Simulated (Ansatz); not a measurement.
Compare A (`C=C(C=O)CC`) with its isomer B (`C#CCCCO`).

Program: Ansatz. Geometries: PBE0-D4/def2-TZVP. ΔE: electronic, gas phase. CBS: MP2 limit from def2 TZ/QZ plus the TZ coupled-cluster correction, frozen cores. DFT in def2-TZVPP. B3LYP here is the variant with VWN-RPA as its local correlation; programs differ in this. One conformer a species, not always the lowest.

A:

```xyz
14

C    -1.482    0.904    0.743
C    -0.722    0.095    0.003
C    -1.195   -1.293   -0.169
O    -0.638   -2.123   -0.841
C     0.561    0.489   -0.655
C     1.781   -0.073    0.069
H    -1.226    1.944    0.911
H    -2.396    0.539    1.202
H    -2.136   -1.530    0.371
H     0.553    0.113   -1.682
H     0.621    1.579   -0.703
H     1.833    0.299    1.095
H     1.746   -1.163    0.100
H     2.700    0.220   -0.445
```

B:

```xyz
14

C     0.1675   -2.6262   -0.9759
C     0.1000   -1.4368   -1.1239
C     0.0311    0.0070   -1.2797
C     0.4497    0.7701   -0.0218
C    -0.4699    0.5103    1.1554
O    -0.0584    1.1796    2.3269
H     0.2251   -3.6815   -0.8516
H    -0.9915    0.2860   -1.5599
H     0.6697    0.3027   -2.1177
H     0.4519    1.8415   -0.2546
H     1.4708    0.4965    0.2569
H    -1.5028    0.7795    0.8874
H    -0.4678   -0.5539    1.3995
H    -0.0753    2.1251    2.1589
```

(1) Which isomer does CCSD(T)/CBS put lower? Give the gap. (Best estimate.)

(2) Give E(B) − E(A) in kJ/mol with CCSD(T)/def2-SVP, CCSD(T)/def2-TZVPP, ωB97M-V, B3LYP, HF/def2-TZVPP, CCSD/def2-TZVPP, LDA (SPW92). (An estimate is asked.)

(3) Does the order hold for the free energy at 298.15 K (harmonic terms from PBE0-D4)? (Best estimate.)

Largest T1 diagnostic: 0.013.

## Answers

(1) Computed: A, by 119.1 kJ/mol.

(2) Computed: CCSD(T)/def2-SVP 146.3, CCSD(T)/def2-TZVPP 124.6, ωB97M-V 125.0, B3LYP 133.1, HF/def2-TZVPP 126.3, CCSD/def2-TZVPP 120.6, LDA (SPW92) 133.5. None reverses the order clearly.

(3) The calculation gave: Yes: G(B) − G(A) = +118.1 kJ/mol, for one conformer each.

From PBE to PBE0 (25 % exact exchange), in def2-TZVPP and without D4, E(B) − E(A) moves by −6.2 kJ/mol. The D4 term adds +4.0 kJ/mol with B3LYP and +2.1 kJ/mol with PBE0; it sums over pairs of atoms, weighted by their polarisabilities, and B3LYP, whose exchange is more repulsive, gets the larger term.
